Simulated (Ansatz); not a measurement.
**SiCO (singlet): wave-function methods side by side at a displaced geometry (v1), cc-pVDZ**

One table from this session's results is given with a row withheld; the runs are named, their logs left out.

Method: cc-pVDZ, core rule «outside noble gas», up to 7 orbitals frozen; program: Ansatz 0.2.0, Gaussian basis.

The runs, in order: UHF; CCSD(T) on RHF; CCSD(T) on UHF; BCCD(T) on RHF; CISD; CCSDT(Q) on RHF; CCSDT(Q) on UHF.

14 further runs of the same task are left out: 8 that didn't finish, 6 set aside as unsound or not needed.

## The system

The geometry is a PBE0/def2-TZVP stationary point (not a proven minimum) with its atoms shifted at random (size 0.040 Å).

3 atoms, charge 0, spin multiplicity 1.

Atoms are counted from 1 here; the program's logs count them from 0.

Bond lengths: C1–Si2 1.820 Å, Si2–O3 1.474 Å. Angles: C1–Si2–O3 176.6°.

Set-up of the first run:

File in.yaml:

```yaml
crystal:
  periodic: [false, false, false]
  atoms:
    - {symbol: C, position_ang: [-0.015433, -0.009008, -1.704094]}
    - {symbol: Si, position_ang: [-0.016266, -0.025151, 0.116153]}
    - {symbol: O, position_ang: [0.031698, 0.034159, 1.587940]}
basis:
  gaussian: {orbitals: cc-pVDZ}
magnetization: {spin_polarized: true, initial_magnetization: 0}
hamiltonian: {xc: hf}
output: {orbitals: {seedname: orbitals}}
```

Command:

```sh
$ ansatz run in.yaml --threads 1 --pin off --events-out ev --progress --plain --max-ram 2393MiB
```

Steps of the session up to this table: UHF; CCSD(T) on RHF; CCSD(T) on UHF; BCCD(T) on RHF; CISD; CCSDT(Q) on RHF; CCSDT(Q) on UHF.

One table of the session follows, with a row left open; its other results are not shown here.

It belongs to the step «Misses and costs». 

```
   method  from RCCSDT(Q) (kcal/mol)
      RHF                    +266.40
      UHF                    +237.38
     RMP2                     +32.83
     UMP2                          ?
     CISD                     +47.33
    RCCSD                     +17.75
    UCCSD                      +0.63
 RCCSD(T)                      +5.76
 UCCSD(T)                     -11.61
  BCCD(T)                      +5.57
   RCCSDT                      +3.36
   UCCSDT                     -17.90
RCCSDT(Q)                          0
UCCSDT(Q)                     -22.09
```

Q: Estimate the row for UMP2 from the others.

**Answer.** from RCCSDT(Q) (kcal/mol): +14.43. In the column «from RCCSDT(Q) (kcal/mol)» it lies between RCCSD(T) (+5.76) and RCCSD (+17.75).

The program flags UCCSD(T), UCCSDT(Q) as in doubt (see the logs), so those rows may rest on another solution; read them beside their warnings.

Caveats from the session: The determinant is far from a pure spin state, so its energy mixes those of several spin states (harmless only where they are near-degenerate, as at dissociation). The program flags UCCSD(T), UCCSDT(Q) as in doubt, so those rows may rest on another solution; read them beside their warnings. Warnings: restricted reference is unstable; spin contamination; large T1 diagnostic. Restricted and unrestricted rows rest on different reference determinants; where their highest levels disagree by more than a few hundredths of an eV, they describe different states and don't form one ladder.
